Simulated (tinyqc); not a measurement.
MP2 on RHF in the sto-3g basis, for H3O+, spin multiplicity 1, step by step (part 1 of 2). Computed by tinyqc, a small Python program that keeps every step (integrals from PySCF). Settings: charge = 1, multiplicity = 1, basis = sto-3g, method = RHF, energy threshold = 1e-10, iteration cap = 68, orthogonalisation = symmetric, start = Wolfsberg-Helmholz matrix, DIIS depth = 6. Command: `OMP_NUM_THREADS=1 python tinyqc.py 24567 24568 out.jsonl` (the two numbers bound the seeds that draw the settings). One thread of a shared host (Intel(R) Xeon(R) Processor @ 2.60GHz), about 0.1 s of CPU time with the checks. The early iterations of the SCF are left out here.

## One-electron integrals

Geometry (angstrom):
```
atom          x          y         z
O      0.000000   0.000000  0.113000
H      1.077000   0.000000  0.000000
H     -0.539000   0.933000  0.000000
H     -0.539000  -0.933000  0.000000
```

Basis sto-3g: exponents (1/bohr^2) and contraction coefficients of normalised primitives:
```
element  l (shell)    exponent  coefficient
O            s (1)  130.709320     0.154329
O            s (1)   23.808861     0.535328
O            s (1)    6.443608     0.444635
O            s (2)    5.033151    -0.099967
O            s (2)    1.169596     0.399513
O            s (2)    0.380389     0.700115
O            p (3)    5.033151     0.155916
O            p (3)    1.169596     0.607684
O            p (3)    0.380389     0.391957
H            s (1)    3.425251     0.154329
H            s (1)    0.623914     0.535328
H            s (1)    0.168855     0.444635
```

Overlap, kinetic and nuclear-attraction integrals over the contracted functions; the nuclear repulsion is the sum of Za Zb / Rab.

nuclear repulsion = 12.57504075 hartree

overlap S, order 1O 1s, 1O 2s, 1O 2px, 1O 2py, 1O 2pz, 2H 1s, 3H 1s, 4H 1s:
$$\begin{pmatrix}
1.000000 & 0.236704 & 0.000000 & 0.000000 & 0.000000 & 0.040001 & 0.039954 & 0.039954 \\
0.236704 & 1.000000 & 0.000000 & 0.000000 & 0.000000 & 0.396184 & 0.395889 & 0.395889 \\
0.000000 & 0.000000 & 1.000000 & 0.000000 & 0.000000 & 0.345289 & -0.172631 & -0.172631 \\
0.000000 & 0.000000 & 0.000000 & 1.000000 & 0.000000 & 0.000000 & 0.298821 & -0.298821 \\
0.000000 & 0.000000 & 0.000000 & 0.000000 & 1.000000 & -0.036228 & -0.036192 & -0.036192 \\
0.040001 & 0.396184 & 0.345289 & 0.000000 & -0.036228 & 1.000000 & 0.147955 & 0.147955 \\
0.039954 & 0.395889 & -0.172631 & 0.298821 & -0.036192 & 0.147955 & 1.000000 & 0.147955 \\
0.039954 & 0.395889 & -0.172631 & -0.298821 & -0.036192 & 0.147955 & 0.147955 & 1.000000
\end{pmatrix}$$

kinetic energy T (hartree), order 1O 1s, 1O 2s, 1O 2px, 1O 2py, 1O 2pz, 2H 1s, 3H 1s, 4H 1s:
$$\begin{pmatrix}
29.003200 & -0.168011 & 0.000000 & 0.000000 & 0.000000 & -0.008096 & -0.008107 & -0.008107 \\
-0.168011 & 0.808128 & 0.000000 & 0.000000 & 0.000000 & 0.076418 & 0.076242 & 0.076242 \\
0.000000 & 0.000000 & 2.528731 & 0.000000 & 0.000000 & 0.195934 & -0.097860 & -0.097860 \\
0.000000 & 0.000000 & 0.000000 & 2.528731 & 0.000000 & 0.000000 & 0.169394 & -0.169394 \\
0.000000 & 0.000000 & 0.000000 & 0.000000 & 2.528731 & -0.020558 & -0.020516 & -0.020516 \\
-0.008096 & 0.076418 & 0.195934 & 0.000000 & -0.020558 & 0.760032 & -0.007859 & -0.007859 \\
-0.008107 & 0.076242 & -0.097860 & 0.169394 & -0.020516 & -0.007859 & 0.760032 & -0.007859 \\
-0.008107 & 0.076242 & -0.097860 & -0.169394 & -0.020516 & -0.007859 & -0.007859 & 0.760032
\end{pmatrix}$$

nuclear attraction V (hartree), order 1O 1s, 1O 2s, 1O 2px, 1O 2py, 1O 2pz, 2H 1s, 3H 1s, 4H 1s:
$$\begin{pmatrix}
-62.083989 & -7.529977 & -0.000005 & 0.000000 & 0.003793 & -1.303068 & -1.301501 & -1.301501 \\
-7.529977 & -10.508935 & -0.000052 & 0.000000 & 0.046210 & -3.218961 & -3.216104 & -3.216104 \\
-0.000005 & -0.000052 & -10.480538 & 0.000000 & 0.000011 & -2.484208 & 1.241777 & 1.241777 \\
0.000000 & 0.000000 & 0.000000 & -10.480348 & 0.000000 & 0.000000 & -2.149482 & 2.149482 \\
0.003793 & 0.046210 & 0.000011 & 0.000000 & -10.344895 & 0.271911 & 0.271592 & 0.271592 \\
-1.303068 & -3.218961 & -2.484208 & 0.000000 & 0.271911 & -5.615966 & -0.950007 & -0.950007 \\
-1.301501 & -3.216104 & 1.241777 & -2.149482 & 0.271592 & -0.950007 & -5.614376 & -0.949798 \\
-1.301501 & -3.216104 & 1.241777 & 2.149482 & 0.271592 & -0.950007 & -0.949798 & -5.614376
\end{pmatrix}$$

core Hamiltonian H = T + V (hartree), order 1O 1s, 1O 2s, 1O 2px, 1O 2py, 1O 2pz, 2H 1s, 3H 1s, 4H 1s:
$$\begin{pmatrix}
-33.080789 & -7.697988 & -0.000005 & 0.000000 & 0.003793 & -1.311164 & -1.309608 & -1.309608 \\
-7.697988 & -9.700807 & -0.000052 & 0.000000 & 0.046210 & -3.142543 & -3.139862 & -3.139862 \\
-0.000005 & -0.000052 & -7.951807 & 0.000000 & 0.000011 & -2.288274 & 1.143917 & 1.143917 \\
0.000000 & 0.000000 & 0.000000 & -7.951617 & 0.000000 & 0.000000 & -1.980089 & 1.980089 \\
0.003793 & 0.046210 & 0.000011 & 0.000000 & -7.816164 & 0.251354 & 0.251076 & 0.251076 \\
-1.311164 & -3.142543 & -2.288274 & 0.000000 & 0.251354 & -4.855935 & -0.957865 & -0.957865 \\
-1.309608 & -3.139862 & 1.143917 & -1.980089 & 0.251076 & -0.957865 & -4.854344 & -0.957657 \\
-1.309608 & -3.139862 & 1.143917 & 1.980089 & 0.251076 & -0.957865 & -0.957657 & -4.854344
\end{pmatrix}$$

## Two-electron integrals

Functions are numbered as in S; the eight-fold symmetry (ij|kl) = (ji|kl) = (kl|ij) leaves the list below.

Two-electron integrals (ij|kl) in chemists' order, unique and non-zero (hartree):
```
(11|11) 4.785065    (21|11) 0.741380    (21|21) 0.136873    (22|11) 1.118947
(22|21) 0.256633    (22|22) 0.817206    (31|31) 0.024477    (32|31) 0.037809
(32|32) 0.180518    (33|11) 1.115814    (33|21) 0.256684    (33|22) 0.817023
(33|33) 0.880159    (41|41) 0.024477    (42|41) 0.037809    (42|42) 0.180518
(43|43) 0.047444    (44|11) 1.115814    (44|21) 0.256684    (44|22) 0.817023
(44|33) 0.785270    (44|44) 0.880159    (51|51) 0.024477    (52|51) 0.037809
(52|52) 0.180518    (53|53) 0.047444    (54|54) 0.047444    (55|11) 1.115814
(55|21) 0.256684    (55|22) 0.817023    (55|33) 0.785270    (55|44) 0.785270
(55|55) 0.880159    (61|11) 0.126890    (61|21) 0.023242    (61|22) 0.043342
(61|31) 0.001064    (61|32) 0.001999    (61|33) 0.043516    (61|44) 0.043257
(61|51) -0.000112   (61|52) -0.000210   (61|53) -0.000027   (61|55) 0.043260
(61|61) 0.003998    (62|11) 0.323200    (62|21) 0.075120    (62|22) 0.266603
(62|31) 0.005620    (62|32) 0.043774    (62|33) 0.275481    (62|44) 0.261960
(62|51) -0.000590   (62|52) -0.004593   (62|53) -0.001419   (62|55) 0.262109
(62|61) 0.013021    (62|62) 0.109652    (63|11) 0.237631    (63|21) 0.055923
(63|22) 0.211893    (63|31) 0.011334    (63|32) 0.078119    (63|33) 0.230561
(63|44) 0.202383    (63|51) -0.000383   (63|52) -0.003437   (63|53) -0.002014
(63|55) 0.202495    (63|61) 0.010101    (63|62) 0.105893    (63|63) 0.116323
(64|41) 0.007682    (64|42) 0.045365    (64|43) 0.008983    (64|54) -0.000943
(64|64) 0.015246    (65|11) -0.024933   (65|21) -0.005868   (65|22) -0.022232
(65|31) -0.000383   (65|32) -0.003437   (65|33) -0.022306   (65|44) -0.021234
(65|51) 0.007722    (65|52) 0.045725    (65|53) 0.009096    (65|55) -0.023131
(65|61) -0.001060   (65|62) -0.011110   (65|63) -0.010605   (65|65) 0.016358
(66|11) 0.477418    (66|21) 0.112757    (66|22) 0.460180    (66|31) 0.010486
(66|32) 0.114023    (66|33) 0.495491    (66|44) 0.441940    (66|51) -0.001100
(66|52) -0.011963   (66|53) -0.005619   (66|55) 0.442530    (66|61) 0.019695
(66|62) 0.243243    (66|63) 0.268051    (66|65) -0.028124   (66|66) 0.774606
(71|11) 0.126737    (71|21) 0.023214    (71|22) 0.043291    (71|31) -0.000531
(71|32) -0.000999   (71|33) 0.043271    (71|41) 0.000920    (71|42) 0.001729
(71|43) -0.000112   (71|44) 0.043400    (71|51) -0.000111   (71|52) -0.000209
(71|53) 0.000014    (71|54) -0.000023   (71|55) 0.043209    (71|61) 0.003920
(71|62) 0.012520    (71|63) 0.009125    (71|64) 0.000346    (71|65) -0.001020
(71|66) 0.018734    (71|71) 0.003988    (72|11) 0.322908    (72|21) 0.075053
(72|22) 0.266376    (72|31) -0.002809   (72|32) -0.021880   (72|33) 0.265117
(72|41) 0.004862    (72|42) 0.037875    (72|43) -0.005852   (72|44) 0.271866
(72|51) -0.000589   (72|52) -0.004587   (72|53) 0.000709    (72|54) -0.001227
(72|55) 0.261885    (72|61) 0.012524    (72|62) 0.084810    (72|63) 0.062790
(72|64) 0.009543    (72|65) -0.008322   (72|66) 0.149620    (72|71) 0.012994
(72|72) 0.109478    (73|11) -0.118783   (73|21) -0.027954   (73|22) -0.105923
(73|31) 0.008587    (73|32) 0.053512    (73|33) -0.111426   (73|41) -0.001581
(73|42) -0.014178   (73|43) 0.009983    (73|44) -0.104996   (73|51) 0.000191
(73|52) 0.001717    (73|53) -0.001209   (73|54) 0.000464    (73|55) -0.101225
(73|61) -0.004267   (73|62) -0.023154   (73|63) -0.006399   (73|64) -0.002014
(73|65) 0.002220    (73|66) -0.031494   (73|71) -0.005043   (73|72) -0.052896
(73|73) 0.040480    (74|11) 0.205612    (74|21) 0.048388    (74|22) 0.183350
(74|31) -0.001581   (74|32) -0.014178   (74|33) 0.177333    (74|41) 0.010410
(74|42) 0.069864    (74|43) -0.008317   (74|44) 0.197291    (74|51) -0.000331
(74|52) -0.002972   (74|53) 0.000464    (74|54) -0.001744   (74|55) 0.175219
(74|61) 0.008078    (74|62) 0.059153    (74|63) 0.043485    (74|64) 0.017562
(74|65) -0.005706   (74|66) 0.105925    (74|71) 0.008730    (74|72) 0.091561
(74|73) -0.043726   (74|74) 0.090908    (75|11) -0.024903   (75|21) -0.005861
(75|22) -0.022206   (75|31) 0.000191    (75|32) 0.001717    (75|33) -0.021478
(75|41) -0.000331   (75|42) -0.002972   (75|43) 0.000464    (75|44) -0.022012
(75|51) 0.007714    (75|52) 0.045682    (75|53) -0.004546   (75|54) 0.007869
(75|55) -0.023104   (75|61) -0.001020   (75|62) -0.008320   (75|63) -0.006049
(75|64) -0.000933   (75|65) 0.012072    (75|66) -0.015945   (75|71) -0.001057
(75|72) -0.011089   (75|73) 0.005296    (75|74) -0.009167   (75|75) 0.016329
(76|11) 0.091333    (76|21) 0.021394    (76|22) 0.081611    (76|31) 0.000647
(76|32) 0.005882    (76|33) 0.082140    (76|41) 0.001122    (76|42) 0.010196
(76|43) 0.000334    (76|44) 0.082528    (76|51) -0.000272   (76|52) -0.002470
(76|53) -0.000290   (76|54) -0.000502   (76|55) 0.080078    (76|61) 0.003654
(76|62) 0.032112    (76|63) 0.029029    (76|64) 0.003405    (76|65) -0.003665
(76|66) 0.071787    (76|71) 0.003649    (76|72) 0.032090    (76|73) -0.011569
(76|74) 0.026825    (76|75) -0.003661   (76|76) 0.011547    (77|11) 0.477220
(77|21) 0.112711    (77|22) 0.460017    (77|31) -0.005242   (77|32) -0.057011
(77|33) 0.455181    (77|41) 0.009073    (77|42) 0.098685    (77|43) -0.023183
(77|44) 0.481917    (77|51) -0.001099   (77|52) -0.011952   (77|53) 0.002808
(77|54) -0.004860   (77|55) 0.442376    (77|61) 0.018748    (77|62) 0.149698
(77|63) 0.107510    (77|64) 0.025730    (77|65) -0.015956   (77|66) 0.282023
(77|71) 0.019664    (77|72) 0.243012    (77|73) -0.133983   (77|74) 0.231921
(77|75) -0.028089   (77|76) 0.071787    (77|77) 0.774606    (81|11) 0.126737
(81|21) 0.023214    (81|22) 0.043291    (81|31) -0.000531   (81|32) -0.000999
(81|33) 0.043271    (81|41) -0.000920   (81|42) -0.001729   (81|43) 0.000112
(81|44) 0.043400    (81|51) -0.000111   (81|52) -0.000209   (81|53) 0.000014
(81|54) 0.000023    (81|55) 0.043209    (81|61) 0.003920    (81|62) 0.012520
(81|63) 0.009125    (81|64) -0.000346   (81|65) -0.001020   (81|66) 0.018734
(81|71) 0.003915    (81|72) 0.012509    (81|73) -0.004861   (81|74) 0.007723
(81|75) -0.001019   (81|76) 0.003540    (81|77) 0.018726    (81|81) 0.003988
(82|11) 0.322908    (82|21) 0.075053    (82|22) 0.266376    (82|31) -0.002809
(82|32) -0.021880   (82|33) 0.265117    (82|41) -0.004862   (82|42) -0.037875
(82|43) 0.005852    (82|44) 0.271866    (82|51) -0.000589   (82|52) -0.004587
(82|53) 0.000709    (82|54) 0.001227    (82|55) 0.261885    (82|61) 0.012524
(82|62) 0.084810    (82|63) 0.062790    (82|64) -0.009543   (82|65) -0.008322
(82|66) 0.149620    (82|71) 0.012509    (82|72) 0.084746    (82|73) -0.039656
(82|74) 0.049572    (82|75) -0.008314   (82|76) 0.025538    (82|77) 0.149597
(82|81) 0.012994    (82|82) 0.109478    (83|11) -0.118783   (83|21) -0.027954
(83|22) -0.105923   (83|31) 0.008587    (83|32) 0.053512    (83|33) -0.111426
(83|41) 0.001581    (83|42) 0.014178    (83|43) -0.009983   (83|44) -0.104996
(83|51) 0.000191    (83|52) 0.001717    (83|53) -0.001209   (83|54) -0.000464
(83|55) -0.101225   (83|61) -0.004267   (83|62) -0.023154   (83|63) -0.006399
(83|64) 0.002014    (83|65) 0.002220    (83|66) -0.031494   (83|71) -0.004861
(83|72) -0.039656   (83|73) 0.029534    (83|74) -0.022746   (83|75) 0.003832
(83|76) -0.009007   (83|77) -0.076040   (83|81) -0.005043   (83|82) -0.052896
(83|83) 0.040480    (84|11) -0.205612   (84|21) -0.048388   (84|22) -0.183350
(84|31) 0.001581    (84|32) 0.014178    (84|33) -0.177333   (84|41) 0.010410
(84|42) 0.069864    (84|43) -0.008317   (84|44) -0.197291   (84|51) 0.000331
(84|52) 0.002972    (84|53) -0.000464   (84|54) -0.001744   (84|55) -0.175219
(84|61) -0.008078   (84|62) -0.059153   (84|63) -0.043485   (84|64) 0.017562
(84|65) 0.005706    (84|66) -0.105925   (84|71) -0.007723   (84|72) -0.049572
(84|73) 0.022746    (84|74) -0.018345   (84|75) 0.004769    (84|76) -0.015586
(84|77) -0.080195   (84|81) -0.008730   (84|82) -0.091561   (84|83) 0.043726
(84|84) 0.090908    (85|11) -0.024903   (85|21) -0.005861   (85|22) -0.022206
(85|31) 0.000191    (85|32) 0.001717    (85|33) -0.021478   (85|41) 0.000331
(85|42) 0.002972    (85|43) -0.000464   (85|44) -0.022012   (85|51) 0.007714
(85|52) 0.045682    (85|53) -0.004546   (85|54) -0.007869   (85|55) -0.023104
(85|61) -0.001020   (85|62) -0.008320   (85|63) -0.006049   (85|64) 0.000933
(85|65) 0.012072    (85|66) -0.015945   (85|71) -0.001019   (85|72) -0.008314
(85|73) 0.003832    (85|74) -0.004769   (85|75) 0.012062    (85|76) -0.002813
(85|77) -0.015942   (85|81) -0.001057   (85|82) -0.011089   (85|83) 0.005296
(85|84) 0.009167    (85|85) 0.016329    (86|11) 0.091333    (86|21) 0.021394
(86|22) 0.081611    (86|31) 0.000647    (86|32) 0.005882    (86|33) 0.082140
(86|41) -0.001122   (86|42) -0.010196   (86|43) -0.000334   (86|44) 0.082528
(86|51) -0.000272   (86|52) -0.002470   (86|53) -0.000290   (86|54) 0.000502
(86|55) 0.080078    (86|61) 0.003654    (86|62) 0.032112    (86|63) 0.029029
(86|64) -0.003405   (86|65) -0.003665   (86|66) 0.071787    (86|71) 0.003540
(86|72) 0.025538    (86|73) -0.009007   (86|74) 0.015586    (86|75) -0.002813
(86|76) 0.009295    (86|77) 0.046114    (86|81) 0.003649    (86|82) 0.032090
(86|83) -0.011569   (86|84) -0.026825   (86|85) -0.003661   (86|86) 0.011547
(87|11) 0.091308    (87|21) 0.021388    (87|22) 0.081595    (87|31) -0.001295
(87|32) -0.011777   (87|33) 0.082707    (87|44) 0.081929    (87|51) -0.000272
(87|52) -0.002469   (87|53) 0.000580    (87|55) 0.080060    (87|61) 0.003543
(87|62) 0.025552    (87|63) 0.018007    (87|65) -0.002815   (87|66) 0.046114
(87|71) 0.003648    (87|72) 0.032086    (87|73) -0.017461   (87|74) 0.023421
(87|75) -0.003661   (87|76) 0.009295    (87|77) 0.071787    (87|81) 0.003648
(87|82) 0.032086    (87|83) -0.017461   (87|84) -0.023421   (87|85) -0.003661
(87|86) 0.009295    (87|87) 0.011547    (88|11) 0.477220    (88|21) 0.112711
(88|22) 0.460017    (88|31) -0.005242   (88|32) -0.057011   (88|33) 0.455181
(88|41) -0.009073   (88|42) -0.098685   (88|43) 0.023183    (88|44) 0.481917
(88|51) -0.001099   (88|52) -0.011952   (88|53) 0.002808    (88|54) 0.004860
(88|55) 0.442376    (88|61) 0.018748    (88|62) 0.149698    (88|63) 0.107510
(88|64) -0.025730   (88|65) -0.015956   (88|66) 0.282023    (88|71) 0.018726
(88|72) 0.149597    (88|73) -0.076040   (88|74) 0.080195    (88|75) -0.015942
(88|76) 0.046114    (88|77) 0.282022    (88|81) 0.019664    (88|82) 0.243012
(88|83) -0.133983   (88|84) -0.231921   (88|85) -0.028089   (88|86) 0.071787
(88|87) 0.071787    (88|88) 0.774606
```

## Orthogonalisation

S = U s U^T; symmetric (Loewdin) form X = U s^(-1/2) U^T, so that X^T S X = 1.

eigenvalues of S: [0.408729, 0.496720, 0.497000, 0.973189, 1.015467, 1.355045, 1.355324, 1.898524]

X, order 1O 1s, 1O 2s, 1O 2px, 1O 2py, 1O 2pz, 2H 1s, 3H 1s, 4H 1s:
$$\begin{pmatrix}
1.024481 & -0.144005 & -0.000005 & 0.000000 & 0.001897 & 0.018549 & 0.018536 & 0.018536 \\
-0.144005 & 1.229342 & 0.000080 & 0.000000 & -0.018538 & -0.220903 & -0.220634 & -0.220634 \\
-0.000005 & 0.000080 & 1.090681 & 0.000000 & -0.000009 & -0.225187 & 0.112554 & 0.112554 \\
0.000000 & 0.000000 & 0.000000 & 1.090537 & 0.000000 & 0.000000 & -0.194821 & 0.194821 \\
0.001897 & -0.018538 & -0.000009 & 0.000000 & 1.001657 & 0.019822 & 0.019792 & 0.019792 \\
0.018549 & -0.220903 & -0.225187 & 0.000000 & 0.019822 & 1.138364 & -0.048872 & -0.048872 \\
0.018536 & -0.220634 & 0.112554 & -0.194821 & 0.019792 & -0.048872 & 1.138139 & -0.048859 \\
0.018536 & -0.220634 & 0.112554 & 0.194821 & 0.019792 & -0.048872 & -0.048859 & 1.138139
\end{pmatrix}$$

## Iteration 8 (converged): orbitals

converged F (hartree), order 1O 1s, 1O 2s, 1O 2px, 1O 2py, 1O 2pz, 2H 1s, 3H 1s, 4H 1s:
$$\begin{pmatrix}
-20.782854 & -5.290600 & -0.000006 & 0.000000 & 0.007242 & -0.908396 & -0.907326 & -0.907326 \\
-5.290600 & -2.893087 & -0.000079 & 0.000000 & 0.029150 & -0.996553 & -0.995742 & -0.995742 \\
-0.000006 & -0.000079 & -0.799142 & 0.000000 & 0.000013 & -0.588536 & 0.294264 & 0.294264 \\
0.000000 & 0.000000 & 0.000000 & -0.798933 & 0.000000 & 0.000000 & -0.509402 & 0.509402 \\
0.007242 & 0.029150 & 0.000013 & 0.000000 & -0.844932 & 0.075789 & 0.075724 & 0.075724 \\
-0.908396 & -0.996553 & -0.588536 & 0.000000 & 0.075789 & -0.731078 & -0.267119 & -0.267119 \\
-0.907326 & -0.995742 & 0.294264 & -0.509402 & 0.075724 & -0.267119 & -0.730578 & -0.267031 \\
-0.907326 & -0.995742 & 0.294264 & 0.509402 & 0.075724 & -0.267119 & -0.267031 & -0.730578
\end{pmatrix}$$

Diagonalise F' = X^T F X, C = X C', fill 5 alpha and 5 beta electrons from the bottom; D = 2 C_occ C_occ^T. Each column has its largest component positive (the first on a tie).

F' = X^T F X (hartree):
$$\begin{pmatrix}
-20.400579 & -2.719286 & -0.000005 & 0.000000 & 0.012478 & -0.107575 & -0.107311 & -0.107311 \\
-2.719286 & -1.666176 & 0.000057 & 0.000000 & -0.014099 & -0.431788 & -0.431366 & -0.431366 \\
-0.000005 & 0.000057 & -0.552321 & 0.000000 & -0.000007 & -0.486597 & 0.243276 & 0.243276 \\
0.000000 & 0.000000 & 0.000000 & -0.552426 & 0.000000 & 0.000000 & -0.421135 & 0.421135 \\
0.012478 & -0.014099 & -0.000007 & 0.000000 & -0.839971 & 0.050872 & 0.050816 & 0.050816 \\
-0.107575 & -0.431788 & -0.486597 & 0.000000 & 0.050872 & -0.297845 & -0.055436 & -0.055436 \\
-0.107311 & -0.431366 & 0.243276 & -0.421135 & 0.050816 & -0.055436 & -0.297956 & -0.055389 \\
-0.107311 & -0.431366 & 0.243276 & 0.421135 & 0.050816 & -0.055436 & -0.055389 & -0.297956
\end{pmatrix}$$

orbital energies (hartree): MO1 -20.791420, MO2 -1.680129, MO3 -1.013129, MO4 -1.012893, MO5 -0.847387, MO6 0.003450, MO7 0.217899, MO8 0.218377

coefficients C, order 1O 1s, 1O 2s, 1O 2px, 1O 2py, 1O 2pz, 2H 1s, 3H 1s, 4H 1s:
$$\begin{pmatrix}
0.994205 & -0.241579 & 0.000031 & 0.000000 & -0.021536 & -0.155126 & 0.000000 & 0.000158 \\
0.025732 & 0.891071 & -0.000181 & 0.000000 & 0.106239 & 0.934110 & 0.000000 & -0.001096 \\
0.000002 & 0.000075 & 0.694137 & 0.000000 & 0.000058 & -0.000699 & 0.000000 & -0.885327 \\
0.000000 & 0.000000 & 0.000000 & 0.694228 & 0.000000 & 0.000000 & 0.885002 & 0.000000 \\
-0.000837 & -0.034417 & -0.000060 & 0.000000 & 0.992193 & -0.138596 & 0.000000 & 0.000157 \\
-0.004309 & 0.101057 & 0.414766 & 0.000000 & -0.039752 & -0.630731 & 0.000000 & 0.905113 \\
-0.004305 & 0.100953 & -0.207453 & 0.359255 & -0.039774 & -0.631563 & -0.783181 & -0.451703 \\
-0.004305 & 0.100953 & -0.207453 & -0.359255 & -0.039774 & -0.631563 & 0.783181 & -0.451703
\end{pmatrix}$$

D after iteration 8, order 1O 1s, 1O 2s, 1O 2px, 1O 2py, 1O 2pz, 2H 1s, 3H 1s, 4H 1s:
$$\begin{pmatrix}
2.094538 & -0.383938 & 0.000008 & 0.000000 & -0.027771 & -0.055658 & -0.055635 & -0.055635 \\
-0.383938 & 1.611911 & -0.000105 & 0.000000 & 0.149439 & 0.171280 & 0.171315 & 0.171315 \\
0.000008 & -0.000105 & 0.963652 & 0.000000 & 0.000027 & 0.575820 & -0.287992 & -0.287992 \\
0.000000 & 0.000000 & 0.000000 & 0.963905 & 0.000000 & 0.000000 & 0.498810 & -0.498810 \\
-0.027771 & 0.149439 & 0.000027 & 0.000000 & 1.971263 & -0.085881 & -0.085844 & -0.085844 \\
-0.055658 & 0.171280 & 0.575820 & 0.000000 & -0.085881 & 0.367685 & -0.148486 & -0.148486 \\
-0.055635 & 0.171315 & -0.287992 & 0.498810 & -0.085844 & -0.148486 & 0.367787 & -0.148471 \\
-0.055635 & 0.171315 & -0.287992 & -0.498810 & -0.085844 & -0.148486 & -0.148471 & 0.367787
\end{pmatrix}$$
